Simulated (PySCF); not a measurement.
C3O2, optimised at B3LYP/6-31G*:

```xyz
5

O     -2.3760    -0.3589     0.4697
C     -1.2398    -0.1873     0.2451
C      0.0000     0.0000     0.0000
C      1.2398     0.1873    -0.2451
O      2.3760     0.3589    -0.4697
```

Energies from PySCF (xtb for GFN2), thermal terms from the rigid-rotor harmonic-oscillator model, ideal gas at 1 bar. 6-31G* has spherical d functions here. All species are closed-shell singlets. B3LYP is the form with VWN-RPA correlation.

Task: List the harmonic frequencies (cm⁻¹, unscaled) at this level and at the other levels, each on its own geometry.

Result: 
- B3LYP/6-31G*: 130, 130, 580, 580, 591, 591, 788, 1651, 2276, 2422
- GFN2-xTB: 139, 139, 432, 432, 512, 512, 807, 1651, 2317, 2433
- HF/6-31G*: 82, 82, 673, 673, 681, 681, 844, 1809, 2466, 2476
- PBE/def2-SVP: 120, 120, 560, 560, 588, 588, 768, 1608, 2230, 2396
- PBE0/def2-TZVP: 57, 57, 578, 578, 598, 598, 790, 1671, 2299, 2419
